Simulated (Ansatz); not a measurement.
**AlF− (quartet): wave-function methods side by side, aug-cc-pVDZ**

How much of the correlation energy of AlF− (quartet) does each wave-function method recover here?

The runs use Ansatz 0.2.0, Gaussian basis; aug-cc-pVDZ, core rule «outside noble gas», up to 6 orbitals frozen.

Plan: UHF; CCSD(T) on ROHF; CCSD(T) on UHF; BCCD(T) on ROHF; CISD as a restricted active space (open shells left free, so some higher excitations enter); CCSDT(Q) on ROHF; CCSDT(Q) on UHF.

24 further runs of the same task are left out: 10 for a known fault of the program, 4 that didn't finish, 10 set aside as unsound or not needed. Runs told in other sessions of the task aren't counted.

## Step 1: What is computed

The geometry is a PBE0/def2-TZVPD stationary point (not a proven minimum) of the parent state, kept for this charge and spin.

2 atoms, charge -1, spin multiplicity 4.

Atoms are counted from 1 here; the program's logs count them from 0.

Bond lengths: Al1–F2 1.734 Å.

In the tables R marks a restricted open-shell determinant and U an unrestricted one; energies count from the table's Hartree-Fock row.

## Step 2: UHF

in.yaml

```yaml
crystal:
  periodic: [false, false, false]
  atoms:
    - {symbol: Al, position_ang: [0.000000, 0.000000, 0.000000]}
    - {symbol: F, position_ang: [0.000000, 0.000000, 1.734200]}
basis:
  gaussian: {orbitals: aug-cc-pVDZ}
total_charge: -1
magnetization: {spin_polarized: true, initial_magnetization: 3}
hamiltonian: {xc: hf}
output: {orbitals: {seedname: orbitals}}
```

Command:

```bash
ansatz run in.yaml --threads 1 --pin off --events-out ev --progress --plain --max-ram 2393MiB
```

Log:

```text
Functional definition: HF
  name "HF"
  cite "Fock, Z. Phys. 61, 126 (1930) doi:10.1007/BF01340294"
  parent pbe
  exchange = exact_x
  correlation = 0
482 factors; integrals over basis functions are off by at most 6.1e-4 eV
mean field evaluation 1: about -9270.5211 eV, gradient 5.2e1 eV
mean field evaluation 2: about -9270.7214 eV, gradient 5.2e1 eV
mean field evaluation 4: about -9287.5184 eV, gradient 1.1e1 eV
mean field evaluation 8: about -9288.9175 eV, gradient 1.8e-1 eV
mean field evaluation 16: about -9287.9679 eV, gradient 3.9e0 eV
mean field evaluation 32: about -9282.9702 eV, gradient 7.0e0 eV
mean field evaluation 64: about -9273.5672 eV, gradient 2.8e1 eV
mean field evaluation 96: about -9279.2477 eV, gradient 5.0e1 eV
mean field evaluation 128: about -9287.3467 eV, gradient 3.8e-1 eV
mean field evaluation 160: about -9274.2980 eV, gradient 2.7e1 eV
mean field evaluation 192: about -9251.0781 eV, gradient 6.7e1 eV
mean field evaluation 224: about -9269.5451 eV, gradient 2.4e1 eV
mean field -9289.07625410 eV, -341.3672559760 hartree, gradient 2.6e-5 eV, S^2 3.750804; 0 other end points of the search recorded, 0 dependent functions left out
reference -9289.07625410 eV, -341.3672559760 hartree; 13, 10 occupied and 37, 40 virtual orbitals, 482 factors
Total energy: -9289.07625410 eV, -341.3672559760 hartree
```

It took 0.81 s on 1 thread of Intel Xeon 6975P-C, shared host.

From the report: ⟨S²⟩ of the determinant 3.751 (pure quartet: 3.75).

## Step 3: CCSD(T) on ROHF

in.yaml

```yaml
crystal:
  periodic: [false, false, false]
  atoms:
    - {symbol: Al, position_ang: [0.000000, 0.000000, 0.000000]}
    - {symbol: F, position_ang: [0.000000, 0.000000, 1.734200]}
basis:
  gaussian: {orbitals: aug-cc-pVDZ}
total_charge: -1
magnetization: {spin_polarized: false, initial_magnetization: 3}
correlation: {method: ccsd_t, electrons: outside_noble_gas}
output: {forces: true}
```

The command is unchanged.

Log, shortened:

```text
Functional definition: HF
  name "HF"
  cite "Fock, Z. Phys. 61, 126 (1930) doi:10.1007/BF01340294"
  parent pbe
[...]
482 factors; integrals over basis functions are off by at most 6.1e-4 eV
[...]
mean field -9289.06816044 eV, -341.3669585397 hartree, gradient 1.5e-6 eV, S^2 3.750000; 8 other end points of the search recorded, 0 dependent functions left out
[...]
determinant -9289.06816044 eV, -341.3669585397 hartree, with singles and doubles -9295.78417907 eV, -341.6137676720 hartree
determinant -9287.76599400 eV, -341.3191048056 hartree, with singles and doubles -9294.42506056 eV, -341.5638209881 hartree
determinant -9287.34005982 eV, -341.3034520131 hartree, with singles and doubles -9294.03332230 eV, -341.5494248724 hartree
determinant -9287.33860792 eV, -341.3033986570 hartree, with singles and doubles -9293.87929643 eV, -341.5437645263 hartree
determinant -9286.05058492 eV, -341.2560646845 hartree, with singles and doubles -9292.81763958 eV, -341.5047493567 hartree
6 core orbitals not correlated: weight in the atoms' cores, before any rotation towards them, 1.000 or more for the frozen orbitals, at most 0.000 for the correlated occupied ones
reference -9289.06816044 eV, -341.3669585397 hartree; 7, 4 occupied and 37, 40 virtual orbitals, 482 factors
second order -6.54737619 eV of doubles, -0.00468760 eV of singles
cycle   1  -6.71764862 eV  change   -1.6e-3 eV  update   9.3e-4
[...]
cycle   9  -6.71759916 eV  change    1.2e-6 eV  update   4.7e-7
perturbative correction -0.16270755 eV, -0.0059793922 hartree
[...]
Total energy: -9295.94846715 eV, -341.6198051478 hartree
Atom 0 at     0.000000     0.000000     0.000000 Å, force     0.000000    -0.000000    -0.289063 eV/Å
Atom 1 at     0.000000     0.000000     1.734200 Å, force    -0.000000    -0.000000     0.289064 eV/Å
Dipole moment:    -0.000000     0.000000     0.502572 e Å
```

Wall time 6.5 s (1 thread of Intel Xeon 6975P-C, shared host).

From the report: correlation -6.8803 eV; T1 0.020; largest double amplitude 0.07.

## Step 4: CCSD(T) on UHF

in.yaml, as its differences from that of step 3:

```diff
@@ -8,3 +8,3 @@
 total_charge: -1
-magnetization: {spin_polarized: false, initial_magnetization: 3}
+magnetization: {spin_polarized: true, initial_magnetization: 3}
 correlation: {method: ccsd_t, electrons: outside_noble_gas}
```

Launched as before.

Log, shortened:

```text
Functional definition: HF
  name "HF"
  cite "Fock, Z. Phys. 61, 126 (1930) doi:10.1007/BF01340294"
  parent pbe
[...]
482 factors; integrals over basis functions are off by at most 6.1e-4 eV
[...]
mean field -9289.07625410 eV, -341.3672559760 hartree, gradient 2.4e-6 eV, S^2 3.750804; 7 other end points of the search recorded, 0 dependent functions left out
determinant -9289.07625410 eV, -341.3672559760 hartree, with singles and doubles -9295.78447834 eV, -341.6137786701 hartree
determinant -9287.77830358 eV, -341.3195571743 hartree, with singles and doubles -9294.42529442 eV, -341.5638295823 hartree
determinant -9287.34940669 eV, -341.3037955044 hartree, with singles and doubles -9294.03495472 eV, -341.5494848629 hartree
determinant -9287.34883333 eV, -341.3037744336 hartree, with singles and doubles -9293.87981247 eV, -341.5437834901 hartree
determinant -9287.14931702 eV, -341.2964423446 hartree, with singles and doubles -9293.78867319 eV, -341.5404341836 hartree
6 core orbitals not correlated: weight in the atoms' cores, before any rotation towards them, 1.000 or more for the frozen orbitals, at most 0.000 for the correlated occupied ones
reference -9289.07625410 eV, -341.3672559760 hartree; 7, 4 occupied and 37, 40 virtual orbitals, 482 factors
second order -6.54669793 eV of doubles, -0.00000000 eV of singles
cycle   1  -6.70978806 eV  change   -1.6e-3 eV  update   9.6e-4
[...]
cycle   9  -6.70973410 eV  change    1.2e-6 eV  update   4.9e-7
perturbative correction -0.16287760 eV, -0.0059856415 hartree
[...]
Total energy: -9295.94886580 eV, -341.6198197977 hartree
Atom 0 at     0.000000     0.000000     0.000000 Å, force     0.000000     0.000000    -0.289074 eV/Å
Atom 1 at     0.000000     0.000000     1.734200 Å, force    -0.000000    -0.000000     0.289074 eV/Å
Dipole moment:     0.000000    -0.000000     0.502568 e Å
```

Wall time 5.5 s (1 thread of Intel Xeon 6975P-C, shared host).

From the report: ⟨S²⟩ of the determinant 3.751 (pure quartet: 3.75); correlation -6.8726 eV; T1 0.019; largest double amplitude 0.07.

## Step 5: BCCD(T) on ROHF

in.yaml

```yaml
crystal:
  periodic: [false, false, false]
  atoms:
    - {symbol: Al, position_ang: [0.000000, 0.000000, 0.000000]}
    - {symbol: F, position_ang: [0.000000, 0.000000, 1.734200]}
basis:
  gaussian: {orbitals: aug-cc-pVDZ}
total_charge: -1
magnetization: {spin_polarized: false, initial_magnetization: 3}
correlation: {method: bccd_t, electrons: outside_noble_gas}
```

Same command.

Log, shortened:

```text
Functional definition: HF
  name "HF"
  cite "Fock, Z. Phys. 61, 126 (1930) doi:10.1007/BF01340294"
  parent pbe
[...]
482 factors; integrals over basis functions are off by at most 6.1e-4 eV
[...]
mean field -9289.06816044 eV, -341.3669585397 hartree, gradient 1.5e-6 eV, S^2 3.750000; 8 other end points of the search recorded, 0 dependent functions left out
[...]
determinant -9289.06816044 eV, -341.3669585397 hartree, with singles and doubles -9295.78417907 eV, -341.6137676720 hartree
determinant -9287.76599400 eV, -341.3191048056 hartree, with singles and doubles -9294.42506056 eV, -341.5638209881 hartree
determinant -9287.34005982 eV, -341.3034520131 hartree, with singles and doubles -9294.03332230 eV, -341.5494248724 hartree
determinant -9287.33860792 eV, -341.3033986570 hartree, with singles and doubles -9293.87929643 eV, -341.5437645263 hartree
determinant -9286.05058492 eV, -341.2560646845 hartree, with singles and doubles -9292.81763958 eV, -341.5047493567 hartree
6 core orbitals not correlated: weight in the atoms' cores, before any rotation towards them, 1.000 or more for the frozen orbitals, at most 0.000 for the correlated occupied ones
reference -9289.06816044 eV, -341.3669585397 hartree; 7, 4 occupied and 37, 40 virtual orbitals, 482 factors
second order -6.54737619 eV of doubles, -0.00468760 eV of singles
cycle   1  -6.69127663 eV  change    2.5e-2 eV  update   1.3e-2
[...]
cycle   8  -6.69076238 eV  change    7.6e-6 eV  update   1.3e-5
perturbative correction -0.19417556 eV, -0.0071358203 hartree
Total energy: -9295.95309838 eV, -341.6199753421 hartree
```

It took 3.8 s on 1 thread of Intel Xeon 6975P-C, shared host.

From the report: correlation -6.8849 eV; largest double amplitude 0.07.

## Step 6: CISD as a restricted active space (open shells left free, so some higher excitations enter)

in.yaml, as its differences from that of step 5:

```diff
@@ -9,2 +9,2 @@
 magnetization: {spin_polarized: false, initial_magnetization: 3}
-correlation: {method: bccd_t, electrons: outside_noble_gas}
+correlation: {active_space: {ras: {orbitals: [4, 3, 37], electrons: 11, max_holes: 2, max_particles: 2}, fixed_orbitals: true}}
```

The command is unchanged.

Log:

```text
Functional definition: HF
  name "HF"
  cite "Fock, Z. Phys. 61, 126 (1930) doi:10.1007/BF01340294"
  parent pbe
  exchange = exact_x
  correlation = 0
482 factors; integrals over basis functions are off by at most 6.1e-4 eV
mean field evaluation 1: about -9280.4921 eV, gradient 4.1e1 eV
mean field evaluation 2: about -9280.7746 eV, gradient 4.1e1 eV
mean field evaluation 4: about -9288.5381 eV, gradient 7.1e0 eV
mean field evaluation 8: about -9289.0611 eV, gradient 5.3e-1 eV
mean field evaluation 16: about -9289.0682 eV, gradient 7.0e-5 eV
mean field evaluation 32: about -9281.1461 eV, gradient 4.1e1 eV
mean field evaluation 64: about -9287.5819 eV, gradient 1.3e0 eV
mean field evaluation 96: about -9286.2658 eV, gradient 3.9e1 eV
mean field -9289.06816044 eV, -341.3669585397 hartree, gradient 1.5e-6 eV, S^2 3.750000; 5 other end points of the search recorded, 0 dependent functions left out
reference -9289.06816044 eV, -341.3669585397 hartree; 13, 10 occupied and 37, 40 virtual orbitals, 482 factors
state -9295.43706259 eV, -341.6010113765 hartree
Total energy: -9295.43706259 eV, -341.6010113765 hartree
```

Run time: 13 s. Hardware: 1 thread of Intel Xeon 6975P-C, shared host.

From the report: 73,750 determinants.

## Step 7: CCSDT(Q) on ROHF

in.yaml, as its differences from that of step 6:

```diff
@@ -9,2 +9,2 @@
 magnetization: {spin_polarized: false, initial_magnetization: 3}
-correlation: {active_space: {ras: {orbitals: [4, 3, 37], electrons: 11, max_holes: 2, max_particles: 2}, fixed_orbitals: true}}
+correlation: {method: ccsdt_q, electrons: outside_noble_gas}
```

Same command.

Log, shortened:

```text
Functional definition: HF
  name "HF"
  cite "Fock, Z. Phys. 61, 126 (1930) doi:10.1007/BF01340294"
  parent pbe
[...]
830 factors; integrals over basis functions are off by at most 1.4e-7 eV
[...]
mean field -9289.06822882 eV, -341.3669610526 hartree, gradient 1.9e-6 eV, S^2 3.750000; 7 other end points of the search recorded, 0 dependent functions left out
[...]
determinant -9289.06822882 eV, -341.3669610526 hartree, with singles and doubles -9295.78428046 eV, -341.6137713978 hartree
determinant -9287.76606329 eV, -341.3191073520 hartree, with singles and doubles -9294.42513767 eV, -341.5638238217 hartree
determinant -9287.33867894 eV, -341.3034012668 hartree, with singles and doubles -9293.88116408 eV, -341.5438331610 hartree
determinant -9287.13930750 eV, -341.2960745017 hartree, with singles and doubles -9293.78803722 eV, -341.5404108121 hartree
determinant -9286.05065520 eV, -341.2560672675 hartree, with singles and doubles -9292.81636453 eV, -341.5047024995 hartree
6 core orbitals not correlated: weight in the atoms' cores, before any rotation towards them, 1.000 or more for the frozen orbitals, at most 0.000 for the correlated occupied ones
reference -9289.06822882 eV, -341.3669610526 hartree; 7, 4 occupied and 37, 40 virtual orbitals, 830 factors
second order -6.54741243 eV of doubles, -0.00468756 eV of singles
cycle   1  -6.49136420 eV  change    6.1e-2 eV  update   8.8e-2
[...]
cycle  19  -6.89384006 eV  change    6.2e-7 eV  update   7.2e-7
perturbative correction -0.00684685 eV, -0.0002516172 hartree
Total energy: -9295.96891573 eV, -341.6205566192 hartree
```

It took 31 s on 1 thread of Intel Xeon 6975P-C, shared host; peak memory 0.67 GiB.

From the report: correlation -6.9007 eV; T1 0.020; largest double amplitude 0.07.

## Step 8: CCSDT(Q) on UHF

in.yaml, as its differences from that of step 7:

```diff
@@ -8,3 +8,3 @@
 total_charge: -1
-magnetization: {spin_polarized: false, initial_magnetization: 3}
+magnetization: {spin_polarized: true, initial_magnetization: 3}
 correlation: {method: ccsdt_q, electrons: outside_noble_gas}
```

Same command.

Log, shortened:

```text
Functional definition: HF
  name "HF"
  cite "Fock, Z. Phys. 61, 126 (1930) doi:10.1007/BF01340294"
  parent pbe
[...]
830 factors; integrals over basis functions are off by at most 1.4e-7 eV
[...]
mean field -9289.07632243 eV, -341.3672584873 hartree, gradient 1.8e-6 eV, S^2 3.750804; 6 other end points of the search recorded, 0 dependent functions left out
determinant -9289.07632243 eV, -341.3672584873 hartree, with singles and doubles -9295.78457992 eV, -341.6137824030 hartree
determinant -9287.77837271 eV, -341.3195597147 hartree, with singles and doubles -9294.42539142 eV, -341.5638331470 hartree
determinant -9287.34947526 eV, -341.3037980242 hartree, with singles and doubles -9294.03504904 eV, -341.5494883289 hartree
determinant -9287.34890426 eV, -341.3037770403 hartree, with singles and doubles -9293.87990945 eV, -341.5437870542 hartree
determinant -9287.14938587 eV, -341.2964448746 hartree, with singles and doubles -9293.78877397 eV, -341.5404378872 hartree
determinant -9286.06816451 eV, -341.2567107225 hartree, with singles and doubles -9292.81873236 eV, -341.5047895154 hartree
6 core orbitals not correlated: weight in the atoms' cores, before any rotation towards them, 1.000 or more for the frozen orbitals, at most 0.000 for the correlated occupied ones
reference -9289.07632243 eV, -341.3672584873 hartree; 7, 4 occupied and 37, 40 virtual orbitals, 830 factors
second order -6.54673416 eV of doubles, -0.00000000 eV of singles
cycle   1  -6.48466830 eV  change    6.2e-2 eV  update   8.8e-2
[...]
cycle  19  -6.88607311 eV  change    7.0e-7 eV  update   7.4e-7
perturbative correction -0.01009652 eV, -0.0003710401 hartree
Total energy: -9295.97249205 eV, -341.6206880465 hartree
```

Wall time 27 s (1 thread of Intel Xeon 6975P-C, shared host); peak memory 0.53 GiB.

From the report: ⟨S²⟩ of the determinant 3.751 (pure quartet: 3.75); correlation -6.8962 eV; T1 0.019; largest double amplitude 0.07.

## Step 9: All levels against the top one

The yardstick is UCCSDT(Q), where the cluster series has nearly closed. Rows without a time are mean-field rows or come out of runs for another level: lower rungs of the coupled-cluster runs, or the Hartree-Fock search. The times of RCCSD(T), UCCSD(T) include forces.

Differences are taken before rounding.

| method | energy from the lowest ROHF (kcal/mol) | from UCCSDT(Q) (kcal/mol) | time |
| --- | --- | --- | --- |
| ROHF | 0.00 | +159.22 |  |
| UHF | -0.19 | +159.03 |  |
| RMP2 | -151.09 | +8.12 |  |
| UMP2 | -151.16 | +8.06 |  |
| CISD | -146.87 | +12.35 | 13 s |
| RCCSD | -154.91 | +4.31 |  |
| UCCSD | -154.92 | +4.30 |  |
| RCCSD(T) | -158.66 | +0.55 | 6.5 s |
| UCCSD(T) | -158.67 | +0.54 | 5.5 s |
| BCCD(T) | -158.77 | +0.45 | 3.8 s |
| RCCSDT | -158.98 | +0.24 |  |
| UCCSDT | -158.98 | +0.23 |  |
| RCCSDT(Q) | -159.14 | +0.08 | 31 s |
| UCCSDT(Q) | -159.22 | 0 | 27 s |

Among the levels timed on like hardware and quicker than the yardstick, those that no quicker one beats, quickest first: BCCD(T) (3.8 s, +0.45 kcal/mol).

## Step 10: Outcome

```
                         quantity                                                   value
    UCCSDT(Q) from the ROHF energy                                              -6.9043 eV
              RMP2 from UCCSDT(Q)                                          +8.12 kcal/mol
              UMP2 from UCCSDT(Q)                                          +8.06 kcal/mol
             RCCSD from UCCSDT(Q)                                          +4.31 kcal/mol
          RCCSD(T) from UCCSDT(Q)                                          +0.55 kcal/mol
          UCCSD(T) from UCCSDT(Q)                                          +0.54 kcal/mol
         RCCSDT(Q) from UCCSDT(Q)                                          +0.08 kcal/mol
levels within 1 kcal/mol (43 meV)  RCCSD(T), UCCSD(T), BCCD(T), RCCSDT, UCCSDT, RCCSDT(Q)
                    T1 diagnostic                                                   0.020
```

RCCSD(T) lands +0.55 kcal/mol from the yardstick (0.3 % of the correlation energy). These misses are within one basis, not against nature; the frozen cores of restricted and unrestricted runs differ, which can shift their rows.

With open shells the CI space here admits some higher excitations, so it is larger than plain CISD.

BCCD(T) reaches 0.45 kcal/mol from the reference in 3.8 s, where UCCSDT(Q) took 27 s.
